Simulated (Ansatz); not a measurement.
# BH6NSi (built from SMILES NB[SiH3]): functionals against CCSD(T) at one geometry

An exercise on one series of results from a longer session: the logs are not shown, and one member is left open.

Computed with Ansatz 0.2.0, Gaussian basis. Level: single points in def2-TZVPP.

Correlated methods freeze the cores.

### Starting geometry

9 atoms, charge 0, spin multiplicity 1.

Atoms are counted from 1 here; the program's logs count them from 0.

Bond lengths: B1–Si2 2.200 Å, B1–N3 1.377 Å, B1–H5 1.248 Å, Si2–H6 1.566 Å, Si2–H7 1.513 Å, Si2–H8 1.534 Å, N3–H4 1.317 Å, N3–H9 0.991 Å. Angles: Si2–B1–N3 90.1°, Si2–B1–H5 144.6°, N3–B1–H5 124.8°, B1–Si2–H6 106.7°, B1–Si2–H7 105.4°, B1–Si2–H8 133.1°, H6–Si2–H7 107.1°, H6–Si2–H8 102.7°, H7–Si2–H8 99.7°, B1–N3–H4 100.4°, B1–N3–H9 132.9°, H4–N3–H9 126.5°.

Geometry (Å):

```csv
atom,x (Å),y (Å),z (Å)
B1,-0.7732,0.9021,0.4427
Si2,0.9699,-0.4362,0.5380
N3,-1.0372,0.4691,-0.8379
H4,-0.0554,-0.3925,-1.0052
H5,-1.5168,1.6521,1.1078
H6,0.4252,-1.8970,0.3921
H7,1.7759,-0.1362,-0.7065
H8,2.1105,-0.6006,1.5504
H9,-1.7763,0.6508,-1.4727
```

Set-up of the first run:

Contents of run/in.yaml:

```yaml
crystal:
  periodic: [false, false, false]
  atoms:
    - {symbol: B, position_ang: [-0.773200, 0.902100, 0.442700]}
    - {symbol: Si, position_ang: [0.969900, -0.436200, 0.538000]}
    - {symbol: N, position_ang: [-1.037200, 0.469100, -0.837900]}
    - {symbol: H, position_ang: [-0.055400, -0.392500, -1.005200]}
    - {symbol: H, position_ang: [-1.516800, 1.652100, 1.107800]}
    - {symbol: H, position_ang: [0.425200, -1.897000, 0.392100]}
    - {symbol: H, position_ang: [1.775900, -0.136200, -0.706500]}
    - {symbol: H, position_ang: [2.110500, -0.600600, 1.550400]}
    - {symbol: H, position_ang: [-1.776300, 0.650800, -1.472700]}
basis:
  gaussian: {orbitals: def2-TZVPP}
correlation: {method: ccsd_t}
output: {forces: true}
```

No record of the launch command was kept for these runs.

Steps of the session up to this table: CCSD(T)/def2-TZVPP; PBE0-D4/def2-TZVPP; wB97M-V/def2-TZVPP; r2SCAN-D4/def2-TZVPP; PBE-D4/def2-TZVPP; BLYP-D4/def2-TZVPP; r2SCANh-D4/def2-TZVPP.

One of the session's tables, all rows but one given; the rest of the session is left out.

```
    method  RMS force component (eV/Å)  angle to CCSD(T) forces (°)  dipole (D)
   CCSD(T)                       1.638                    reference        1.86
   PBE0-D4                           ?                            ?           ?
   wB97M-V                       1.666                          4.2        1.80
 r2SCAN-D4                       1.520                          5.0        1.75
    PBE-D4                       1.465                          7.2        1.76
   BLYP-D4                       1.478                          5.3        1.75
r2SCANh-D4                       1.563                          5.2        1.74
```

Estimate the missing values for PBE0-D4.

The run gave: RMS force component (eV/Å): 1.595; angle to CCSD(T) forces (°): 5.8; dipole (D): 1.74. In the column «RMS force component (eV/Å)» it lies between r2SCANh-D4 (1.563) and CCSD(T) (1.638).
